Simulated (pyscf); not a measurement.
HO–SiH•–SiH₃ (SMILES O[SiH][SiH3]) + H₂ (SMILES [H][H]) -> •H₂Si–SiH₃ (SMILES [SiH2][SiH3]) + H₂O (SMILES O), a four-centre exchange (doublet surface; O–Si, H–H broken, H–Si, H–O formed). Optimised with ωB97X-D3(BJ)/def2-SVP in PySCF. Energies in kJ/mol from the separated reactants.

Small-basis levels: PySCF, no dispersion term, spherical d functions. Open shells are spin-unrestricted. 

Quick SVWN5/6-31G* single points give ΔE‡ = 124.7 kJ/mol and ΔE = +69.8 kJ/mol. What does ωB97M-D3(BJ)/def2-TZVP give, and how far is the quick result from it?

ωB97M-D3(BJ)/def2-TZVP gives ΔE‡ = 193.5 kJ/mol and ΔE = +56.8 kJ/mol. SVWN5/6-31G* lies 68.9 kJ/mol under it in the barrier and 12.9 kJ/mol over it in the reaction energy, so on this step it does not hold to within 12.6 kJ/mol. ωB97M-D3(BJ)/def2-TZVP has limits of its own. At the saddle there is also a short H–Si contact that neither side keeps. HO–SiH•–SiH₃ lies 95.9 kJ/mol over its isomer •H₂Si–O–SiH₃ (electronic energy, ωB97M-D3(BJ)/def2-TZVP). This is the saddle that the search found; another between the same sides may lie lower.
